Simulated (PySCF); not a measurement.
# C2N2S: core ionisation energies

Species: sulfur dicyanide, C₂N₂S.
SMILES with atom numbers: `[N:1]#[C:2][S:3][C:4]#[N:5]`

Computed with delta-SCF UKS SCAN, pcX-2 on the ionised atom, pcseg-1 elsewhere, spin-free X2C in PySCF 2.14.0. These are vertical core ionisation energies against the vacuum level, from separate self-consistent calculations with and without the core hole.

List the computed XPS lines with their assignment.

```json
{"atom(s)": "N1/N5", "environment": "cyano nitrogen", "level": "N 1s", "binding energy (eV)": "406.26", "count": "2"}
{"atom(s)": "C2/C4", "environment": "cyano carbon", "level": "C 1s", "binding energy (eV)": "293.68", "count": "2"}
{"atom(s)": "S3", "environment": "sulfur bonded to 2 C", "level": "S 1s", "binding energy (eV)": "2481.30", "count": "1"}
```

What is the longest wavelength that can ionise S 1s of S3 vertically?

λ = hc/E = 12398.42 eV Å / 2481.30 eV = 4.997 Å.

Which photon energy gives electrons from S 1s of S3 a kinetic energy of 200 eV, and what is their de Broglie wavelength?

hν = 2481.30 + 200 = 2681.30 eV, recoil neglected; λ = 12.264 Å/√(E/eV) = 0.87 Å.

Atoms equivalent by their bonding share one computed value, that of the first of them. Not every level is listed. Geometry: PBE0-D3(BJ)/def2-SVP; no solvent, vibrations or thermal averaging.

Time: 14 s; peak memory 0.49 GiB. Hardware: one thread, Intel Xeon Platinum 8375C at 2.90 GHz (x86_64) (shared host).
